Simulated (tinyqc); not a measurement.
Worked calculation (part 1 of 2): G0W0 on RHF in the sto-3g basis, for H2O, spin multiplicity 1. Computed by tinyqc, a small Python program that keeps every step (integrals from PySCF). Settings: charge = 0, multiplicity = 1, basis = sto-3g, method = RHF, energy threshold = 1e-10, iteration cap = 54, orthogonalisation = symmetric, start = Wolfsberg-Helmholz matrix, DIIS depth = 6. Command: `OMP_NUM_THREADS=1 python tinyqc.py 23276 23277 out.jsonl` (the two numbers bound the seeds that draw the settings). One thread of a shared host (Intel(R) Xeon(R) Processor @ 2.60GHz), about 0.06 s of CPU time with the checks. The early iterations of the SCF are left out here.

## One-electron integrals

Geometry (angstrom):

| atom | x | y | z |
|---|---|---|---|
| O | 0.000000 | 0.000000 | 0.000000 |
| H | 0.000000 | 0.792000 | 0.663000 |
| H | 0.000000 | -0.850000 | 0.712000 |

Basis sto-3g: exponents (1/bohr^2) and contraction coefficients of normalised primitives:

| element | l (shell) | exponent | coefficient |
|---|---|---|---|
| O | s (1) | 130.709320 | 0.154329 |
| O | s (1) | 23.808861 | 0.535328 |
| O | s (1) | 6.443608 | 0.444635 |
| O | s (2) | 5.033151 | -0.099967 |
| O | s (2) | 1.169596 | 0.399513 |
| O | s (2) | 0.380389 | 0.700115 |
| O | p (3) | 5.033151 | 0.155916 |
| O | p (3) | 1.169596 | 0.607684 |
| O | p (3) | 0.380389 | 0.391957 |
| H | s (1) | 3.425251 | 0.154329 |
| H | s (1) | 0.623914 | 0.535328 |
| H | s (1) | 0.168855 | 0.444635 |

Overlap, kinetic and nuclear-attraction integrals over the contracted functions; the nuclear repulsion is the sum of Za Zb / Rab.

nuclear repulsion = 8.23880931 hartree

overlap S:
```
           1O 1s     1O 2s    1O 2px     1O 2py    1O 2pz     2H 1s      3H 1s
1O 1s   1.000000  0.236704  0.000000   0.000000  0.000000  0.045074   0.037610
1O 2s   0.236704  1.000000  0.000000   0.000000  0.000000  0.426510   0.381027
1O 2px  0.000000  0.000000  1.000000   0.000000  0.000000  0.000000   0.000000
1O 2py  0.000000  0.000000  0.000000   1.000000  0.000000  0.280708  -0.258556
1O 2pz  0.000000  0.000000  0.000000   0.000000  1.000000  0.234987   0.216578
2H 1s   0.045074  0.426510  0.000000   0.280708  0.234987  1.000000   0.208464
3H 1s   0.037610  0.381027  0.000000  -0.258556  0.216578  0.208464   1.000000
```

kinetic energy T (hartree):
```
            1O 1s      1O 2s    1O 2px     1O 2py    1O 2pz      2H 1s      3H 1s
1O 1s   29.003200  -0.168011  0.000000   0.000000  0.000000  -0.006607  -0.008548
1O 2s   -0.168011   0.808128  0.000000   0.000000  0.000000   0.095280   0.067581
1O 2px   0.000000   0.000000  2.528731   0.000000  0.000000   0.000000   0.000000
1O 2py   0.000000   0.000000  0.000000   2.528731  0.000000   0.175908  -0.139115
1O 2pz   0.000000   0.000000  0.000000   0.000000  2.528731   0.147257   0.116529
2H 1s   -0.006607   0.095280  0.000000   0.175908  0.147257   0.760032   0.000043
3H 1s   -0.008548   0.067581  0.000000  -0.139115  0.116529   0.000043   0.760032
```

nuclear attraction V (hartree):
```
             1O 1s       1O 2s     1O 2px      1O 2py     1O 2pz      2H 1s      3H 1s
1O 1s   -61.608039   -7.417318   0.000000   -0.001354  -0.015987  -1.449714  -1.206945
1O 2s    -7.417318  -10.035005   0.000000   -0.014556  -0.193995  -3.366843  -2.939727
1O 2px    0.000000    0.000000  -9.897399    0.000000   0.000000   0.000000   0.000000
1O 2py   -0.001354   -0.014556   0.000000  -10.010853  -0.008223  -1.962741   1.750217
1O 2pz   -0.015987   -0.193995   0.000000   -0.008223  -9.976950  -1.700949  -1.521903
2H 1s    -1.449714   -3.366843   0.000000   -1.962741  -1.700949  -5.536032  -1.237046
3H 1s    -1.206945   -2.939727   0.000000    1.750217  -1.521903  -1.237046  -5.289613
```

core Hamiltonian H = T + V (hartree):
```
             1O 1s      1O 2s     1O 2px     1O 2py     1O 2pz      2H 1s      3H 1s
1O 1s   -32.604840  -7.585329   0.000000  -0.001354  -0.015987  -1.456321  -1.215493
1O 2s    -7.585329  -9.226878   0.000000  -0.014556  -0.193995  -3.271563  -2.872146
1O 2px    0.000000   0.000000  -7.368668   0.000000   0.000000   0.000000   0.000000
1O 2py   -0.001354  -0.014556   0.000000  -7.482122  -0.008223  -1.786833   1.611102
1O 2pz   -0.015987  -0.193995   0.000000  -0.008223  -7.448219  -1.553693  -1.405374
2H 1s    -1.456321  -3.271563   0.000000  -1.786833  -1.553693  -4.776001  -1.237003
3H 1s    -1.215493  -2.872146   0.000000   1.611102  -1.405374  -1.237003  -4.529581
```

## Two-electron integrals

Functions are numbered as in S; the eight-fold symmetry (ij|kl) = (ji|kl) = (kl|ij) leaves the list below.

Two-electron integrals (ij|kl) in chemists' order, unique and non-zero (hartree):
```
(11|11) 4.785065    (21|11) 0.741380    (21|21) 0.136873    (22|11) 1.118947
(22|21) 0.256633    (22|22) 0.817206    (31|31) 0.024477    (32|31) 0.037809
(32|32) 0.180518    (33|11) 1.115814    (33|21) 0.256684    (33|22) 0.817023
(33|33) 0.880159    (41|41) 0.024477    (42|41) 0.037809    (42|42) 0.180518
(43|43) 0.047444    (44|11) 1.115814    (44|21) 0.256684    (44|22) 0.817023
(44|33) 0.785270    (44|44) 0.880159    (51|51) 0.024477    (52|51) 0.037809
(52|52) 0.180518    (53|53) 0.047444    (54|54) 0.047444    (55|11) 1.115814
(55|21) 0.256684    (55|22) 0.817023    (55|33) 0.785270    (55|44) 0.785270
(55|55) 0.880159    (61|11) 0.143151    (61|21) 0.026211    (61|22) 0.048847
(61|33) 0.048752    (61|41) 0.000928    (61|42) 0.001739    (61|44) 0.048923
(61|51) 0.000777    (61|52) 0.001456    (61|54) 0.000144    (61|55) 0.048872
(61|61) 0.005085    (62|11) 0.353546    (62|21) 0.082126    (62|22) 0.290183
(62|33) 0.285210    (62|41) 0.004733    (62|42) 0.036385    (62|44) 0.293818
(62|51) 0.003962    (62|52) 0.030459    (62|54) 0.007207    (62|55) 0.291242
(62|61) 0.016041    (62|62) 0.128327    (63|31) 0.008529    (63|32) 0.049884
(63|43) 0.007530    (63|53) 0.006303    (63|63) 0.018140    (64|11) 0.196969
(64|21) 0.046340    (64|22) 0.174824    (64|33) 0.166919    (64|41) 0.010866
(64|42) 0.070600    (64|44) 0.186952    (64|51) 0.001956    (64|52) 0.017342
(64|54) 0.010467    (64|55) 0.170404    (64|61) 0.009445    (64|62) 0.093915
(64|64) 0.086075    (65|11) 0.164887    (65|21) 0.038792    (65|22) 0.146349
(65|33) 0.139731    (65|41) 0.001956    (65|42) 0.017342    (65|44) 0.143895
(65|51) 0.010166    (65|52) 0.064401    (65|54) 0.011015    (65|55) 0.155256
(65|61) 0.007907    (65|62) 0.078618    (65|64) 0.056870    (65|65) 0.065747
(66|11) 0.497979    (66|21) 0.117556    (66|22) 0.476813    (66|33) 0.457633
(66|41) 0.008661    (66|42) 0.092185    (66|44) 0.491114    (66|51) 0.007250
(66|52) 0.077170    (66|54) 0.028027    (66|55) 0.481095    (66|61) 0.023158
(66|62) 0.267197    (66|64) 0.223193    (66|65) 0.186839    (66|66) 0.774606
(71|11) 0.119241    (71|21) 0.021844    (71|22) 0.040748    (71|33) 0.040668
(71|41) -0.000768   (71|42) -0.001446   (71|44) 0.040813    (71|51) 0.000643
(71|52) 0.001211    (71|54) -0.000121   (71|55) 0.040770    (71|61) 0.004175
(71|62) 0.012981    (71|64) 0.006994    (71|65) 0.006403    (71|66) 0.018556
(71|71) 0.003531    (72|11) 0.308349    (72|21) 0.071688    (72|22) 0.254974
(72|33) 0.250503    (72|41) -0.004133   (72|42) -0.032405   (72|44) 0.258239
(72|51) 0.003462    (72|52) 0.027144    (72|54) -0.006479   (72|55) 0.255931
(72|61) 0.013582    (72|62) 0.092083    (72|64) 0.046328    (72|65) 0.055107
(72|66) 0.158328    (72|71) 0.011682    (72|72) 0.100914    (73|31) 0.007276
(73|32) 0.043169    (73|43) -0.006622   (73|53) 0.005546    (73|63) 0.012431
(73|73) 0.013917    (74|11) -0.176191   (74|21) -0.041471   (74|22) -0.157471
(74|33) -0.150431   (74|41) 0.009360    (74|42) 0.061975    (74|44) -0.168198
(74|51) -0.001746   (74|52) -0.015753   (74|54) 0.009336    (74|55) -0.153605
(74|61) -0.007517   (74|62) -0.048015   (74|64) -0.012191   (74|65) -0.028097
(74|66) -0.073935   (74|71) -0.007037   (74|72) -0.075742   (74|74) 0.070111
(75|11) 0.147586    (75|21) 0.034738    (75|22) 0.131905    (75|33) 0.126008
(75|41) -0.001746   (75|42) -0.015753   (75|44) 0.129797    (75|51) 0.008738
(75|52) 0.056364    (75|54) -0.009796   (75|55) 0.139760    (75|61) 0.006860
(75|62) 0.056085    (75|64) 0.027656    (75|65) 0.045493    (75|66) 0.105551
(75|71) 0.005895    (75|72) 0.063445    (75|74) -0.047070   (75|75) 0.053345
(76|11) 0.122076    (76|21) 0.028652    (76|22) 0.110853    (76|33) 0.108129
(76|41) -0.000035   (76|42) -0.000436   (76|44) 0.110186    (76|51) 0.002126
(76|52) 0.019906    (76|54) -0.000122   (76|55) 0.114123    (76|61) 0.005543
(76|62) 0.049158    (76|64) 0.030904    (76|65) 0.033932    (76|66) 0.107399
(76|71) 0.004627    (76|72) 0.044192    (76|74) -0.028948   (76|75) 0.031169
(76|76) 0.023926    (77|11) 0.467337    (77|21) 0.110400    (77|22) 0.451850
(77|33) 0.434110    (77|41) -0.007800   (77|42) -0.085689   (77|44) 0.465054
(77|51) 0.006534    (77|52) 0.071777    (77|54) -0.025920   (77|55) 0.455822
(77|61) 0.020891    (77|62) 0.170906    (77|64) 0.077247    (77|65) 0.111669
(77|66) 0.318212    (77|71) 0.018121    (77|72) 0.231462    (77|74) -0.198241
(77|75) 0.166056    (77|76) 0.107399    (77|77) 0.774606
```

## Orthogonalisation

S = U s U^T; symmetric (Loewdin) form X = U s^(-1/2) U^T, so that X^T S X = 1.

eigenvalues of S: 0.408036  0.507485  0.882584  1.000000  1.103076  1.290094  1.808726

X:
```
            1O 1s      1O 2s    1O 2px     1O 2py     1O 2pz      2H 1s      3H 1s
1O 1s    1.023740  -0.138028  0.000000  -0.001028  -0.008343   0.020586   0.018458
1O 2s   -0.138028   1.173314  0.000000   0.013666   0.082658  -0.256858  -0.213089
1O 2px   0.000000   0.000000  1.000000   0.000000   0.000000   0.000000   0.000000
1O 2py  -0.001028   0.013666  0.000000   1.076939   0.006511  -0.192947   0.171982
1O 2pz  -0.008343   0.082658  0.000000   0.006511   1.045144  -0.138612  -0.119190
2H 1s    0.020586  -0.256858  0.000000  -0.192947  -0.138612   1.163182  -0.073313
3H 1s    0.018458  -0.213089  0.000000   0.171982  -0.119190  -0.073313   1.127468
```

## Iteration 9 (converged): orbitals

converged F (hartree):
```
             1O 1s      1O 2s     1O 2px     1O 2py     1O 2pz      2H 1s      3H 1s
1O 1s   -20.254709  -5.164294   0.000000  -0.001443  -0.026356  -1.000295  -0.835991
1O 2s    -5.164294  -2.419912   0.000000  -0.015469  -0.087418  -0.899769  -0.792250
1O 2px    0.000000   0.000000  -0.390534   0.000000   0.000000   0.000000   0.000000
1O 2py   -0.001443  -0.015469   0.000000  -0.248926  -0.017707  -0.370701   0.345896
1O 2pz   -0.026356  -0.087418   0.000000  -0.017707  -0.291938  -0.356202  -0.334989
2H 1s    -1.000295  -0.899769   0.000000  -0.370701  -0.356202  -0.489866  -0.291780
3H 1s    -0.835991  -0.792250   0.000000   0.345896  -0.334989  -0.291780  -0.412401
```

Diagonalise F' = X^T F X, C = X C', fill 5 alpha and 5 beta electrons from the bottom; D = 2 C_occ C_occ^T. Each column has its largest component positive (the first on a tie).

F' = X^T F X (hartree):
```
            1          2          3          4          5          6          7
1  -19.879153  -2.687115   0.000000  -0.002222  -0.055157  -0.134007  -0.092262
2   -2.687115  -1.300593   0.000000   0.009537   0.107928  -0.457523  -0.391932
3    0.000000   0.000000  -0.390534   0.000000   0.000000   0.000000   0.000000
4   -0.002222   0.009537   0.000000  -0.017579  -0.003160  -0.423995   0.396087
5   -0.055157   0.107928   0.000000  -0.003160  -0.150487  -0.330370  -0.302363
6   -0.134007  -0.457523   0.000000  -0.423995  -0.330370  -0.005616  -0.081923
7   -0.092262  -0.391932   0.000000   0.396087  -0.302363  -0.081923  -0.021002
```

orbital energies (hartree): MO1 -20.263084, MO2 -1.224390, MO3 -0.555948, MO4 -0.448360, MO5 -0.390534, MO6 0.499006, MO7 0.618347

coefficients C:
```
              MO1        MO2        MO3        MO4       MO5        MO6        MO7
1O 1s    0.994384  -0.237447   0.015226   0.097011  0.000000   0.107586   0.039128
1O 2s    0.024508   0.873687  -0.080612  -0.497228  0.000000  -0.655265  -0.259007
1O 2px   0.000000   0.000000   0.000000   0.000000  1.000000   0.000000   0.000000
1O 2py   0.000399   0.015655   0.611607  -0.049551  0.000000   0.264671  -0.883188
1O 2pz   0.003471   0.097307   0.063529   0.738428  0.000000  -0.720029  -0.235491
2H 1s   -0.005224   0.159901   0.467614   0.280410  0.000000   0.479790   0.963391
3H 1s   -0.004428   0.134469  -0.432877   0.365536  0.000000   0.884976  -0.493768
```

D after iteration 9:
```
            1O 1s      1O 2s    1O 2px     1O 2py     1O 2pz      2H 1s      3H 1s
1O 1s    2.109648  -0.465095  0.000000   0.002370   0.105898  -0.017680  -0.014925
1O 2s   -0.465095   2.035328  0.000000  -0.021956  -0.574375  -0.075095  -0.058968
1O 2px   0.000000   0.000000  2.000000   0.000000   0.000000   0.000000   0.000000
1O 2py   0.002370  -0.021956  0.000000   0.753526   0.007580   0.549205  -0.561520
1O 2pz   0.105898  -0.574375  0.000000   0.007580   1.117584   0.504622   0.510982
2H 1s   -0.017680  -0.075095  0.000000   0.549205   0.504622   0.645777  -0.156789
3H 1s   -0.014925  -0.058968  0.000000  -0.561520   0.510982  -0.156789   0.678202
```

## Convergence

Stop when the energy changes by less than 1e-10 hartree and every element of the error matrix X^T (F D S - S D F) X is below 3e-06.

Course of the cycle:

| iteration | E (hartree) | change | largest element of the error matrix |
|---|---|---|---|
| 1 | -74.53251107 | - | 4.78e-01 |
| 2 | -74.93165331 | -3.99e-01 | 1.27e-01 |
| 3 | -74.94907825 | -1.74e-02 | 3.43e-02 |
| 4 | -74.95078002 | -1.70e-03 | 6.40e-03 |
| 5 | -74.95087157 | -9.16e-05 | 1.99e-03 |
| 6 | -74.95088284 | -1.13e-05 | 3.28e-05 |
| 7 | -74.95088284 | -1.95e-09 | 1.01e-05 |
| 8 | -74.95088284 | -1.65e-10 | 7.22e-07 |
| 9 | -74.95088284 | -1.22e-12 | 4.25e-08 |

PySCF RHF in the same basis = -74.95088284 hartree

Converged in 9 iterations.

## Integrals over molecular orbitals

(pq|rs) = sum C_ip C_jq C_kr C_ls (ij|kl), one index at a time.

one-electron integrals over orbitals h = C^T H C (hartree):
```
            1          2          3          4          5          6          7
1  -32.588047   0.564761  -0.035220  -0.218378   0.000000  -0.246482  -0.089309
2    0.564761  -7.584495   0.049407   0.510188   0.000000   1.175334   0.439715
3   -0.035220   0.049407  -6.115992  -0.121539   0.000000  -0.478486   1.665982
4   -0.218378   0.510188  -0.121539  -6.650174   0.000000   1.271024   0.208062
5    0.000000   0.000000   0.000000   0.000000  -7.368668   0.000000   0.000000
6   -0.246482   1.175334  -0.478486   1.271024   0.000000  -5.353314   0.044889
7   -0.089309   0.439715   1.665982   0.208062   0.000000   0.044889  -5.498760
```

Two-electron integrals over orbitals (pq|rs), unique and non-zero (hartree):
```
(11|11) 4.746299    (21|11) -0.425154   (21|21) 0.060289    (22|11) 1.014958
(22|21) -0.014554   (22|22) 0.724908    (31|11) 0.027272    (31|21) -0.003369
(31|22) 0.002656    (31|31) 0.011155    (32|11) -0.016643   (32|21) 0.001536
(32|22) 0.006568    (32|31) 0.017154    (32|32) 0.133938    (33|11) 0.778277
(33|21) -0.004826   (33|22) 0.625491    (33|31) -0.000736   (33|32) -0.001607
(33|33) 0.606413    (41|11) 0.172279    (41|21) -0.022285   (41|22) 0.013410
(41|31) 0.002036    (41|32) 0.000203    (41|33) 0.005778    (41|41) 0.024874
(42|11) -0.145611   (42|21) 0.008424    (42|22) -0.017401   (42|31) 0.000061
(42|32) 0.002983    (42|33) 0.003097    (42|41) 0.017954    (42|42) 0.127947
(43|11) 0.028410    (43|21) -0.001034   (43|22) 0.011239    (43|31) -0.002975
(43|32) 0.024032    (43|33) 0.008177    (43|41) -0.001525   (43|42) -0.014063
(43|43) 0.054925    (44|11) 0.941893    (44|21) -0.011653   (44|22) 0.660501
(44|31) -0.000082   (44|32) -0.014306   (44|33) 0.574795    (44|41) -0.008985
(44|42) -0.094067   (44|43) 0.010623    (44|44) 0.713925    (51|51) 0.025981
(52|51) 0.032979    (52|52) 0.148519    (53|51) -0.002018   (53|52) -0.007125
(53|53) 0.027726    (54|51) -0.012470   (54|52) -0.045425   (54|53) 0.003861
(54|54) 0.050047    (55|11) 1.115353    (55|21) -0.012004   (55|22) 0.751995
(55|31) 0.000764    (55|32) -0.008514   (55|33) 0.612125    (55|41) 0.004843
(55|42) -0.078685   (55|43) 0.016161    (55|44) 0.695652    (55|55) 0.880159
(61|11) 0.192650    (61|21) -0.029206   (61|22) 0.001510    (61|31) 0.004834
(61|32) 0.004475    (61|33) -0.000976   (61|41) -0.002538   (61|42) -0.020360
(61|43) 0.000910    (61|44) 0.015907    (61|55) 0.005181    (61|61) 0.026208
(62|11) -0.258698   (62|21) 0.005742    (62|22) -0.126347   (62|31) 0.002687
(62|32) 0.016685    (62|33) -0.068587   (62|41) -0.017994   (62|42) -0.030180
(62|43) -0.008610   (62|44) -0.060432   (62|55) -0.136320   (62|61) 0.010836
(62|62) 0.093019    (63|11) 0.099045    (63|21) -0.002019   (63|22) 0.046502
(63|31) -0.002992   (63|32) 0.029156    (63|33) 0.030475    (63|41) 0.000649
(63|42) -0.020528   (63|43) 0.035099    (63|44) 0.029459    (63|55) 0.055302
(63|61) 0.000115    (63|62) -0.025502   (63|63) 0.074932    (64|11) -0.259768
(64|21) 0.003359    (64|22) -0.120160   (64|31) -0.002460   (64|32) -0.019118
(64|33) -0.049875   (64|41) -0.000573   (64|42) 0.050449    (64|43) -0.017222
(64|44) -0.127444   (64|55) -0.143136   (64|61) -0.002980   (64|62) 0.053436
(64|63) -0.044536   (64|64) 0.099754    (65|51) -0.012766   (65|52) -0.049487
(65|53) 0.008309    (65|54) -0.004677   (65|65) 0.034235    (66|11) 0.795021
(66|21) -0.007546   (66|22) 0.598216    (66|31) -0.002657   (66|32) -0.044706
(66|33) 0.556333    (66|41) 0.017399    (66|42) 0.045992    (66|43) -0.032298
(66|44) 0.556147    (66|55) 0.584518    (66|61) -0.009270   (66|62) -0.087981
(66|63) -0.018676   (66|64) -0.037099   (66|66) 0.617031    (71|11) 0.070306
(71|21) -0.011011   (71|22) -0.000564   (71|31) -0.013571   (71|32) -0.021359
(71|33) 0.001725    (71|41) 0.000900    (71|42) -0.004716   (71|43) 0.004387
(71|44) 0.004601    (71|55) 0.001834    (71|61) 0.002952    (71|62) -0.002724
(71|63) 0.003867    (71|64) 0.002280    (71|66) 0.003288    (71|71) 0.020675
(72|11) -0.098924   (72|21) 0.001959    (72|22) -0.047931   (72|31) -0.014360
(72|32) -0.046739   (72|33) -0.016159   (72|41) -0.004418   (72|42) -0.000142
(72|43) 0.030397    (72|44) -0.030757   (72|55) -0.051039   (72|61) -0.002816
(72|62) 0.010939    (72|63) 0.023014    (72|64) 0.022801    (72|66) -0.032972
(72|71) 0.017573    (72|72) 0.070465    (73|11) -0.351784   (73|21) 0.006798
(73|22) -0.147126   (73|31) 0.000023    (73|32) 0.025686    (73|33) -0.085433
(73|41) 0.000532    (73|42) 0.075737    (73|43) -0.000361   (73|44) -0.139349
(73|55) -0.189765   (73|61) -0.005551   (73|62) 0.060994    (73|63) -0.019218
(73|64) 0.086031    (73|66) -0.057218   (73|71) -0.002221   (73|72) 0.031724
(73|73) 0.154248    (74|11) -0.043004   (74|21) 0.000558    (74|22) -0.015182
(74|31) 0.008320    (74|32) 0.071050    (74|33) -0.009267   (74|41) -0.001168
(74|42) 0.001467    (74|43) 0.006915    (74|44) -0.025961   (74|55) -0.022656
(74|61) 0.003442    (74|62) 0.017933    (74|63) 0.039892    (74|64) -0.006429
(74|66) -0.041626   (74|71) -0.010642   (74|72) -0.011043   (74|73) 0.033194
(74|74) 0.066321    (75|51) -0.004627   (75|52) -0.018115   (75|53) -0.022106
(75|54) 0.001485    (75|65) 0.003422    (75|75) 0.025772    (76|11) -0.006616
(76|21) 0.000402    (76|22) 0.005366    (76|31) 0.006654    (76|32) 0.072824
(76|33) -0.004168   (76|41) 0.003982    (76|42) 0.014682    (76|43) 0.047361
(76|44) -0.017068   (76|55) -0.004127   (76|61) -0.001176   (76|62) -0.009449
(76|63) 0.044990    (76|64) -0.020964   (76|66) -0.042175   (76|71) -0.008891
(76|72) 0.004218    (76|73) 0.030546    (76|74) 0.044001    (76|76) 0.081765
(77|11) 0.838516    (77|21) -0.008646   (77|22) 0.614805    (77|31) 0.005717
(77|32) 0.052148    (77|33) 0.589897    (77|41) 0.005047    (77|42) -0.013007
(77|43) 0.035663    (77|44) 0.574484    (77|55) 0.609592    (77|61) 0.004276
(77|62) -0.060842   (77|63) 0.059248    (77|64) -0.063084   (77|66) 0.525497
(77|71) -0.005259   (77|72) -0.019850   (77|73) -0.070183   (77|74) 0.026913
(77|76) 0.043897    (77|77) 0.631298
```
